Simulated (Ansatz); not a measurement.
# AlSiH4 (doublet): wave-function methods side by side at a displaced geometry (v1), cc-pVDZ

Aim: climb from Hartree-Fock through coupled cluster and multireference methods for AlSiH4 (doublet) at one geometry and basis, and see what each rung misses.

The runs use Ansatz 0.2.0, Gaussian basis; cc-pVDZ, core rule «outside noble gas», up to 10 orbitals frozen.

Plan: UHF; CCSD(T) on ROHF; CCSD(T) on UHF; BCCD(T) on ROHF; CISD as a restricted active space (open shells left free, so some higher excitations enter); CCSDT(Q) on ROHF; CCSDT(Q) on UHF; CASSCF and MRCISD+Q, 9 electrons in 9 orbitals; CASSCF and NEVPT2, 9 electrons in 9 orbitals.

15 further runs of the same task are left out: 4 that didn't finish, 11 set aside as unsound or not needed. Runs told in other sessions of the task aren't counted.

### 1 The system

The geometry is a PBE0/def2-TZVP stationary point (not a proven minimum) with its atoms shifted at random (size 0.040 Å).

6 atoms, charge 0, spin multiplicity 2.

Atoms are counted from 1 here; the program's logs count them from 0.

Bond lengths: Si1–Al2 2.489 Å, Si1–H3 1.514 Å, Si1–H4 1.449 Å, Si1–H5 1.549 Å, Al2–H6 1.620 Å. Angles: Al2–Si1–H3 113.6°, Al2–Si1–H4 108.6°, Al2–Si1–H5 105.4°, H3–Si1–H4 109.2°, H3–Si1–H5 111.0°, H4–Si1–H5 109.0°, Si1–Al2–H6 121.4°.

Coordinates:

```xyz
6

Si    0.0028    0.0566    1.1668
Al    0.0019   -0.1100   -1.3166
H     0.0499    1.4809    1.6779
H     1.1460   -0.6712    1.6785
H    -1.2942   -0.6550    1.6270
H    -0.0315    1.2133   -2.2506
```

In the tables R marks a restricted open-shell determinant and U an unrestricted one; 'frontier' is the active space of 9 electrons in 9 orbitals; energies count from the table's Hartree-Fock row.

### 2 UHF

Contents of in.yaml:

```yaml
crystal:
  periodic: [false, false, false]
  atoms:
    - {symbol: Si, position_ang: [0.002783, 0.056622, 1.166808]}
    - {symbol: Al, position_ang: [0.001950, -0.110044, -1.316633]}
    - {symbol: H, position_ang: [0.049914, 1.480915, 1.677907]}
    - {symbol: H, position_ang: [1.146041, -0.671179, 1.678459]}
    - {symbol: H, position_ang: [-1.294152, -0.655000, 1.626970]}
    - {symbol: H, position_ang: [-0.031537, 1.213317, -2.250631]}
basis:
  gaussian: {orbitals: cc-pVDZ}
magnetization: {spin_polarized: true, initial_magnetization: 1}
hamiltonian: {xc: hf}
output: {orbitals: {seedname: orbitals}}
```

Started as:

```
$ ansatz run in.yaml --threads 1 --pin off --events-out ev --progress --plain --max-ram 2393MiB
```

Standard output:

```text
Functional definition: HF
  name "HF"
  cite "Fock, Z. Phys. 61, 126 (1930) doi:10.1007/BF01340294"
  parent pbe
  exchange = exact_x
  correlation = 0
535 factors; integrals over basis functions are off by at most 1.1e-3 eV
mean field evaluation 1: about -14505.8587 eV, gradient 8.3e0 eV
mean field evaluation 2: about -14505.8608 eV, gradient 8.3e0 eV
mean field evaluation 4: about -14507.0478 eV, gradient 7.8e-1 eV
mean field evaluation 8: about -14507.0682 eV, gradient 1.5e-3 eV
mean field evaluation 16: about -14506.8499 eV, gradient 1.2e0 eV
mean field evaluation 32: about -14507.0636 eV, gradient 2.8e-1 eV
mean field -14507.06823721 eV, -533.1249244736 hartree, gradient 2.2e-5 eV, S^2 0.756830; 0 other end points of the search recorded, 0 dependent functions left out
reference -14507.06823721 eV, -533.1249244736 hartree; 16, 15 occupied and 40, 41 virtual orbitals, 535 factors
Total energy: -14507.06823721 eV, -533.1249244736 hartree
```

Run time: 0.57 s. Hardware: 1 thread of INTEL XEON PLATINUM 8581C at 2.30GHz, shared host.

From the report: ⟨S²⟩ of the determinant 0.757 (pure doublet: 0.75).

### 3 CCSD(T) on ROHF

Changes to in.yaml since step 2:

```diff
@@ -11,4 +11,4 @@
   gaussian: {orbitals: cc-pVDZ}
-magnetization: {spin_polarized: true, initial_magnetization: 1}
-hamiltonian: {xc: hf}
-output: {orbitals: {seedname: orbitals}}
+magnetization: {spin_polarized: false, initial_magnetization: 1}
+correlation: {method: ccsd_t, electrons: outside_noble_gas}
+output: {forces: true}
```

The command is unchanged.

Standard output, cut to the lines that bear on the results:

```text
Functional definition: HF
  name "HF"
  cite "Fock, Z. Phys. 61, 126 (1930) doi:10.1007/BF01340294"
  parent pbe
[...]
535 factors; integrals over basis functions are off by at most 1.1e-3 eV
[...]
mean field -14507.03202550 eV, -533.1235937175 hartree, gradient 4.3e-6 eV, S^2 0.750000; 3 other end points of the search recorded, 0 dependent functions left out
[...]
determinant -14507.03202550 eV, -533.1235937175 hartree, with singles and doubles -14512.37878350 eV, -533.3200834498 hartree
determinant -14505.33871104 eV, -533.0613655592 hartree, with singles and doubles -14510.94455180 eV, -533.2673764073 hartree
10 core orbitals not correlated: weight in the atoms' cores, before any rotation towards them, 1.000 or more for the frozen orbitals, at most 0.000 for the correlated occupied ones
reference -14507.03202550 eV, -533.1235937175 hartree; 6, 5 occupied and 40, 41 virtual orbitals, 535 factors
second order -4.18917723 eV of doubles, -0.01959160 eV of singles
cycle   1  -5.34693435 eV  change   -1.8e-4 eV  update   7.2e-4
[...]
cycle  11  -5.34712782 eV  change   -3.0e-7 eV  update   6.0e-7
perturbative correction -0.12780114 eV, -0.0046966052 hartree
[...]
Total energy: -14512.50695445 eV, -533.3247936457 hartree
Atom 0 at     0.002783     0.056622     1.166808 Å, force    -1.302386     0.335839    -0.240875 eV/Å
Atom 1 at     0.001950    -0.110044    -1.316633 Å, force     0.018334     0.123874    -0.234308 eV/Å
Atom 2 at     0.049914     1.480915     1.677907 Å, force    -0.082032    -0.320718     0.025476 eV/Å
Atom 3 at     1.146041    -0.671179     1.678459 Å, force     0.681317    -0.464834     0.445949 eV/Å
Atom 4 at    -1.294152    -0.655000     1.626970 Å, force     0.689808     0.439282    -0.067075 eV/Å
Atom 5 at    -0.031537     1.213317    -2.250631 Å, force    -0.005041    -0.113442     0.070833 eV/Å
Dipole moment:     0.022938    -0.059376    -0.054338 e Å
```

Run time: 4.6 s. Hardware: 1 thread of INTEL XEON PLATINUM 8581C at 2.30GHz, shared host.

From the report: correlation -5.4749 eV; T1 0.020; largest double amplitude 0.04.

### 4 CCSD(T) on UHF

Changes to in.yaml since step 3:

```diff
@@ -11,3 +11,3 @@
   gaussian: {orbitals: cc-pVDZ}
-magnetization: {spin_polarized: false, initial_magnetization: 1}
+magnetization: {spin_polarized: true, initial_magnetization: 1}
 correlation: {method: ccsd_t, electrons: outside_noble_gas}
```

The command is unchanged.

Standard output, cut to the lines that bear on the results:

```text
Functional definition: HF
  name "HF"
  cite "Fock, Z. Phys. 61, 126 (1930) doi:10.1007/BF01340294"
  parent pbe
[...]
535 factors; integrals over basis functions are off by at most 1.1e-3 eV
[...]
mean field -14507.06823721 eV, -533.1249244736 hartree, gradient 2.4e-6 eV, S^2 0.756830; 3 other end points of the search recorded, 0 dependent functions left out
determinant -14507.06823721 eV, -533.1249244736 hartree, with singles and doubles -14512.38040166 eV, -533.3201429164 hartree
determinant -14505.49092475 eV, -533.0669593096 hartree, with singles and doubles -14510.94164516 eV, -533.2672695900 hartree
10 core orbitals not correlated: weight in the atoms' cores, before any rotation towards them, 1.000 or more for the frozen orbitals, at most 0.000 for the correlated occupied ones
reference -14507.06823721 eV, -533.1249244736 hartree; 6, 5 occupied and 40, 41 virtual orbitals, 535 factors
second order -4.17744867 eV of doubles, -0.00000000 eV of singles
cycle   1  -5.31229818 eV  change   -1.3e-4 eV  update   6.4e-4
[...]
cycle  11  -5.31248644 eV  change   -1.5e-7 eV  update   5.4e-7
perturbative correction -0.12653179 eV, -0.0046499575 hartree
[...]
Total energy: -14512.50725544 eV, -533.3248047066 hartree
Atom 0 at     0.002783     0.056622     1.166808 Å, force    -1.302384     0.335900    -0.240993 eV/Å
Atom 1 at     0.001950    -0.110044    -1.316633 Å, force     0.018330     0.123779    -0.234469 eV/Å
Atom 2 at     0.049914     1.480915     1.677907 Å, force    -0.082037    -0.320718     0.025595 eV/Å
Atom 3 at     1.146041    -0.671179     1.678459 Å, force     0.681318    -0.464808     0.445962 eV/Å
Atom 4 at    -1.294152    -0.655000     1.626970 Å, force     0.689811     0.439309    -0.067060 eV/Å
Atom 5 at    -0.031537     1.213317    -2.250631 Å, force    -0.005038    -0.113462     0.070965 eV/Å
Dipole moment:     0.022942    -0.059458    -0.054412 e Å
```

Run time: 4.5 s. Hardware: 1 thread of INTEL XEON PLATINUM 8581C at 2.30GHz, shared host.

From the report: ⟨S²⟩ of the determinant 0.757 (pure doublet: 0.75); correlation -5.4390 eV; T1 0.016; largest double amplitude 0.03.

### 5 BCCD(T) on ROHF

Changes to in.yaml since step 4:

```diff
@@ -11,4 +11,3 @@
   gaussian: {orbitals: cc-pVDZ}
-magnetization: {spin_polarized: true, initial_magnetization: 1}
-correlation: {method: ccsd_t, electrons: outside_noble_gas}
-output: {forces: true}
+magnetization: {spin_polarized: false, initial_magnetization: 1}
+correlation: {method: bccd_t, electrons: outside_noble_gas}
```

The command is unchanged.

Standard output, cut to the lines that bear on the results:

```text
Functional definition: HF
  name "HF"
  cite "Fock, Z. Phys. 61, 126 (1930) doi:10.1007/BF01340294"
  parent pbe
[...]
535 factors; integrals over basis functions are off by at most 1.1e-3 eV
[...]
mean field -14507.03202550 eV, -533.1235937175 hartree, gradient 4.3e-6 eV, S^2 0.750000; 3 other end points of the search recorded, 0 dependent functions left out
[...]
determinant -14507.03202550 eV, -533.1235937175 hartree, with singles and doubles -14512.37878350 eV, -533.3200834498 hartree
determinant -14505.33871104 eV, -533.0613655592 hartree, with singles and doubles -14510.94455180 eV, -533.2673764073 hartree
10 core orbitals not correlated: weight in the atoms' cores, before any rotation towards them, 1.000 or more for the frozen orbitals, at most 0.000 for the correlated occupied ones
reference -14507.03202550 eV, -533.1235937175 hartree; 6, 5 occupied and 40, 41 virtual orbitals, 535 factors
second order -4.18917723 eV of doubles, -0.01959160 eV of singles
cycle   1  -5.34459011 eV  change    2.2e-3 eV  update   3.9e-3
[...]
cycle   8  -5.34328909 eV  change   -2.1e-6 eV  update   1.2e-5
perturbative correction -0.13230572 eV, -0.0048621455 hartree
Total energy: -14512.50762031 eV, -533.3248181153 hartree
```

It took 2.2 s on 1 thread of INTEL XEON PLATINUM 8581C at 2.30GHz, shared host.

From the report: correlation -5.4756 eV; largest double amplitude 0.04.

### 6 CISD as a restricted active space (open shells left free, so some higher excitations enter)

Changes to in.yaml since step 5:

```diff
@@ -12,2 +12,2 @@
 magnetization: {spin_polarized: false, initial_magnetization: 1}
-correlation: {method: bccd_t, electrons: outside_noble_gas}
+correlation: {active_space: {ras: {orbitals: [5, 1, 40], electrons: 11, max_holes: 2, max_particles: 2}, fixed_orbitals: true}}
```

Same command.

Standard output:

```text
Functional definition: HF
  name "HF"
  cite "Fock, Z. Phys. 61, 126 (1930) doi:10.1007/BF01340294"
  parent pbe
  exchange = exact_x
  correlation = 0
535 factors; integrals over basis functions are off by at most 1.1e-3 eV
mean field evaluation 1: about -14505.8786 eV, gradient 1.1e1 eV
mean field evaluation 2: about -14505.8807 eV, gradient 1.1e1 eV
mean field evaluation 4: about -14507.0233 eV, gradient 7.1e-1 eV
mean field evaluation 8: about -14507.0320 eV, gradient 2.1e-3 eV
mean field evaluation 16: about -14507.0297 eV, gradient 2.8e-1 eV
mean field -14507.03202550 eV, -533.1235937175 hartree, gradient 4.3e-6 eV, S^2 0.750000; 2 other end points of the search recorded, 0 dependent functions left out
reference -14507.03202550 eV, -533.1235937175 hartree; 16, 15 occupied and 40, 41 virtual orbitals, 535 factors
state -14511.94700850 eV, -533.3042160116 hartree
Total energy: -14511.94700850 eV, -533.3042160116 hartree
```

Wall time 2.9 s (1 thread of INTEL XEON PLATINUM 8581C at 2.30GHz, shared host).

From the report: 105,046 determinants.

### 7 CCSDT(Q) on ROHF

Changes to in.yaml since step 6:

```diff
@@ -12,2 +12,2 @@
 magnetization: {spin_polarized: false, initial_magnetization: 1}
-correlation: {active_space: {ras: {orbitals: [5, 1, 40], electrons: 11, max_holes: 2, max_particles: 2}, fixed_orbitals: true}}
+correlation: {method: ccsdt_q, electrons: outside_noble_gas}
```

Launched as before.

Standard output, cut to the lines that bear on the results:

```text
Functional definition: HF
  name "HF"
  cite "Fock, Z. Phys. 61, 126 (1930) doi:10.1007/BF01340294"
  parent pbe
[...]
1068 factors; integrals over basis functions are off by at most 1.6e-7 eV
[...]
mean field -14507.03207296 eV, -533.1235954617 hartree, gradient 4.4e-6 eV, S^2 0.750000; 3 other end points of the search recorded, 0 dependent functions left out
[...]
determinant -14507.03207296 eV, -533.1235954617 hartree, with singles and doubles -14512.37881242 eV, -533.3200845127 hartree
determinant -14505.33876071 eV, -533.0613673845 hartree, with singles and doubles -14510.94458183 eV, -533.2673775106 hartree
10 core orbitals not correlated: weight in the atoms' cores, before any rotation towards them, 1.000 or more for the frozen orbitals, at most 0.000 for the correlated occupied ones
reference -14507.03207296 eV, -533.1235954617 hartree; 6, 5 occupied and 40, 41 virtual orbitals, 1068 factors
second order -4.18922943 eV of doubles, -0.01959173 eV of singles
cycle   1  -5.02025269 eV  change   -8.1e-1 eV  update   8.0e-2
[...]
cycle  20  -5.50622014 eV  change   -2.6e-7 eV  update   2.2e-7
perturbative correction -0.00500834 eV, -0.0001840529 hartree
Total energy: -14512.54330144 eV, -533.3261293727 hartree
```

It took 57 s on 1 thread of INTEL XEON PLATINUM 8581C at 2.30GHz, shared host; peak memory 0.73 GiB.

From the report: correlation -5.5112 eV; T1 0.020; largest double amplitude 0.04.

### 8 CCSDT(Q) on UHF

Changes to in.yaml since step 7:

```diff
@@ -11,3 +11,3 @@
   gaussian: {orbitals: cc-pVDZ}
-magnetization: {spin_polarized: false, initial_magnetization: 1}
+magnetization: {spin_polarized: true, initial_magnetization: 1}
 correlation: {method: ccsdt_q, electrons: outside_noble_gas}
```

Same command.

Standard output, cut to the lines that bear on the results:

```text
Functional definition: HF
  name "HF"
  cite "Fock, Z. Phys. 61, 126 (1930) doi:10.1007/BF01340294"
  parent pbe
[...]
1068 factors; integrals over basis functions are off by at most 1.6e-7 eV
[...]
mean field -14507.06828504 eV, -533.1249262311 hartree, gradient 3.5e-6 eV, S^2 0.756830; 3 other end points of the search recorded, 0 dependent functions left out
determinant -14507.06828504 eV, -533.1249262311 hartree, with singles and doubles -14512.38043052 eV, -533.3201439769 hartree
determinant -14505.49097686 eV, -533.0669612245 hartree, with singles and doubles -14510.94167335 eV, -533.2672706261 hartree
10 core orbitals not correlated: weight in the atoms' cores, before any rotation towards them, 1.000 or more for the frozen orbitals, at most 0.000 for the correlated occupied ones
reference -14507.06828504 eV, -533.1249262311 hartree; 6, 5 occupied and 40, 41 virtual orbitals, 1068 factors
second order -4.17750047 eV of doubles, -0.00000000 eV of singles
cycle   1  -4.98730512 eV  change   -8.1e-1 eV  update   7.9e-2
[...]
cycle  17  -5.47031963 eV  change    1.1e-6 eV  update   1.3e-6
perturbative correction -0.00512364 eV, -0.0001882903 hartree
Total energy: -14512.54372830 eV, -533.3261450597 hartree
```

It took 47 s on 1 thread of INTEL XEON PLATINUM 8581C at 2.30GHz, shared host; peak memory 0.62 GiB.

From the report: ⟨S²⟩ of the determinant 0.757 (pure doublet: 0.75); correlation -5.4754 eV; T1 0.016; largest double amplitude 0.04.

### 9 CASSCF and MRCISD+Q, 9 electrons in 9 orbitals

Changes to in.yaml since step 8:

```diff
@@ -11,3 +11,3 @@
   gaussian: {orbitals: cc-pVDZ}
-magnetization: {spin_polarized: true, initial_magnetization: 1}
-correlation: {method: ccsdt_q, electrons: outside_noble_gas}
+magnetization: {spin_polarized: false, initial_magnetization: 1}
+correlation: {method: fic_mrcisd_q, electrons: outside_noble_gas, active_space: {window: {electrons: 9, orbitals: 9}}}
```

Launched as before.

Standard output, cut to the lines that bear on the results:

```text
Functional definition: HF
  name "HF"
  cite "Fock, Z. Phys. 61, 126 (1930) doi:10.1007/BF01340294"
  parent pbe
[...]
535 factors; integrals over basis functions are off by at most 1.1e-3 eV
[...]
mean field -14507.03202550 eV, -533.1235937175 hartree, gradient 4.3e-6 eV, S^2 0.750000; 2 other end points of the search recorded, 0 dependent functions left out
reference -14507.03202550 eV, -533.1235937175 hartree; 16, 15 occupied and 40, 41 virtual orbitals, 535 factors
state -14508.56625197 eV, -533.1799755005 hartree
contracted CI cycle   1: correlation 0.00000000 eV, 0.0000000000 hartree, residual 1.38e1 eV
contracted CI cycle   2: correlation -3.44643983 eV, -0.1266543276 hartree, residual 2.89e0 eV
contracted CI cycle   3: correlation -3.61145054 eV, -0.1327183593 hartree, residual 8.70e-1 eV
contracted CI cycle   4: correlation -3.62753502 eV, -0.1333094531 hartree, residual 2.95e-1 eV
contracted CI cycle   5: correlation -3.62942727 eV, -0.1333789921 hartree, residual 1.16e-1 eV
contracted CI cycle   6: correlation -3.62972068 eV, -0.1333897745 hartree, residual 4.55e-2 eV
contracted CI cycle   7: correlation -3.62976121 eV, -0.1333912641 hartree, residual 1.76e-2 eV
contracted CI cycle   8: correlation -3.62976729 eV, -0.1333914875 hartree, residual 7.23e-3 eV
contracted CI cycle   9: correlation -3.62976838 eV, -0.1333915275 hartree, residual 2.85e-3 eV
contracted CI cycle  10: correlation -3.62976855 eV, -0.1333915338 hartree, residual 1.13e-3 eV
state -14508.56625197 eV, -533.1799755005 hartree; corrected -14512.51128830 eV, -533.3249529117 hartree
Total energy: -14512.51128830 eV, -533.3249529117 hartree
```

Run time: 11 s. Hardware: 1 thread of INTEL XEON PLATINUM 8581C at 2.30GHz, shared host; peak memory 0.5 GiB.

From the report: 15,876 determinants; active occupations 1.98, 1.98, 1.98, 1.97, 1.00, 0.03, 0.02, 0.02, 0.02.

### 10 CASSCF and NEVPT2, 9 electrons in 9 orbitals

Changes to in.yaml since step 9:

```diff
@@ -12,2 +12,2 @@
 magnetization: {spin_polarized: false, initial_magnetization: 1}
-correlation: {method: fic_mrcisd_q, electrons: outside_noble_gas, active_space: {window: {electrons: 9, orbitals: 9}}}
+correlation: {method: sc_nevpt2, electrons: outside_noble_gas, active_space: {window: {electrons: 9, orbitals: 9}}}
```

Same command.

Standard output:

```text
Functional definition: HF
  name "HF"
  cite "Fock, Z. Phys. 61, 126 (1930) doi:10.1007/BF01340294"
  parent pbe
  exchange = exact_x
  correlation = 0
535 factors; integrals over basis functions are off by at most 1.1e-3 eV
mean field evaluation 1: about -14505.8786 eV, gradient 1.1e1 eV
mean field evaluation 2: about -14505.8807 eV, gradient 1.1e1 eV
mean field evaluation 4: about -14507.0233 eV, gradient 7.1e-1 eV
mean field evaluation 8: about -14507.0320 eV, gradient 2.1e-3 eV
mean field evaluation 16: about -14507.0297 eV, gradient 2.8e-1 eV
mean field -14507.03202550 eV, -533.1235937175 hartree, gradient 4.3e-6 eV, S^2 0.750000; 2 other end points of the search recorded, 0 dependent functions left out
reference -14507.03202550 eV, -533.1235937175 hartree; 16, 15 occupied and 40, 41 virtual orbitals, 535 factors
state -14508.56625197 eV, -533.1799755005 hartree
state -14508.56625197 eV, -533.1799755005 hartree; corrected -14511.20249034 eV, -533.2768554735 hartree
Total energy: -14511.20249034 eV, -533.2768554735 hartree
```

Run time: 6.5 s. Hardware: 1 thread of INTEL XEON PLATINUM 8581C at 2.30GHz, shared host.

From the report: 15,876 determinants; active occupations 1.98, 1.98, 1.98, 1.97, 1.00, 0.03, 0.02, 0.02, 0.02.

### 11 The ladder

The yardstick is UCCSDT(Q), where the cluster series has nearly closed. Rows without a time are mean-field rows or come out of runs for another level: lower rungs of the coupled-cluster runs, CASSCF and MRCISD of the multireference runs, or the Hartree-Fock search. The times of RCCSD(T), UCCSD(T) include forces.

Differences are taken before rounding.

```csv
method,energy from the lowest ROHF (kJ/mol),from UCCSDT(Q) (kJ/mol),time
ROHF,0.0,+531.8,
UHF,-3.5,+528.3,
RMP2,-406.1,+125.7,
UMP2,-406.6,+125.2,
CISD,-474.2,+57.6,2.9 s
RCCSD,-515.9,+15.9,
UCCSD,-516.1,+15.7,
RCCSD(T),-528.3,+3.5,4.6 s
UCCSD(T),-528.3,+3.5,4.5 s
BCCD(T),-528.3,+3.5,2.2 s
RCCSDT,-531.3,+0.5,
UCCSDT,-531.3,+0.5,
RCCSDT(Q),-531.8,0.0,57 s
UCCSDT(Q),-531.8,0,47 s
CASSCF frontier,-148.0,+383.8,
NEVPT2 frontier,-402.4,+129.4,6.5 s
MRCISD frontier,-498.2,+33.5,
MRCISD+Q frontier,-528.7,+3.1,11 s
```

Among the levels timed on like hardware and quicker than the yardstick, those that no quicker one beats, quickest first: BCCD(T) (2.2 s, +3.5 kJ/mol); MRCISD+Q frontier (11 s, +3.1 kJ/mol).

### 12 Outcome

| quantity | value |
| --- | --- |
| UCCSDT(Q) from the ROHF energy | -5.5117 eV |
| RMP2 from UCCSDT(Q) | +125.7 kJ/mol |
| UMP2 from UCCSDT(Q) | +125.2 kJ/mol |
| RCCSD from UCCSDT(Q) | +15.9 kJ/mol |
| RCCSD(T) from UCCSDT(Q) | +3.5 kJ/mol |
| UCCSD(T) from UCCSDT(Q) | +3.5 kJ/mol |
| RCCSDT(Q) from UCCSDT(Q) | 0.0 kJ/mol |
| NEVPT2 frontier from UCCSDT(Q) | +129.4 kJ/mol |
| MRCISD+Q frontier from UCCSDT(Q) | +3.1 kJ/mol |
| levels within 1 kcal/mol (43 meV) | RCCSD(T), UCCSD(T), BCCD(T), RCCSDT, UCCSDT, RCCSDT(Q), MRCISD+Q frontier |
| T1 diagnostic | 0.020 |

In words: RCCSD(T) lands +3.5 kJ/mol from the yardstick (0.7 % of the correlation energy). Of the multireference levels listed MRCISD+Q frontier comes nearest in total energy (+3.1 kJ/mol), which doesn't show that its space is the better one. These misses are within one basis, not against nature; the frozen cores of restricted and unrestricted runs differ, which can shift their rows.

With open shells the CI space here admits some higher excitations, so it is larger than plain CISD.

For cost: MRCISD+Q frontier gets within 3.1 kJ/mol in 11 s, where UCCSDT(Q) took 47 s; the quickest level in the cost chart, BCCD(T), takes 2.2 s and misses by 3.5 kJ/mol.
